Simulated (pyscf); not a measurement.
Thermochemistry of product channels of Cl–BH–Cl + H₂O on the singlet surface, in kJ/mol, from ωB97M-D3(BJ)/def2-TZVP energies (ideal gas, 1 atm, RRHO with modes under 100 cm⁻¹ raised to 100, one conformer, R ln 2 for rigid chiral ones). PySCF, gas phase, ωB97X-D3(BJ)/def2-SVP geometries.

```json
[
 {"products": "HCl + HO–BH–Cl", "ΔE": "-61.3", "ΔH(298 K)": "-63.7", "ΔG(600 K)": "-60.4", "ΔG(1200 K)": "-58.2"},
 {"products": "HO–B(Cl)–Cl + H₂", "ΔE": "-115.1", "ΔH(298 K)": "-126.5", "ΔG(600 K)": "-109.7", "ΔG(1200 K)": "-99.5"}
]
```

These are energies of the channels, which say nothing of barriers.
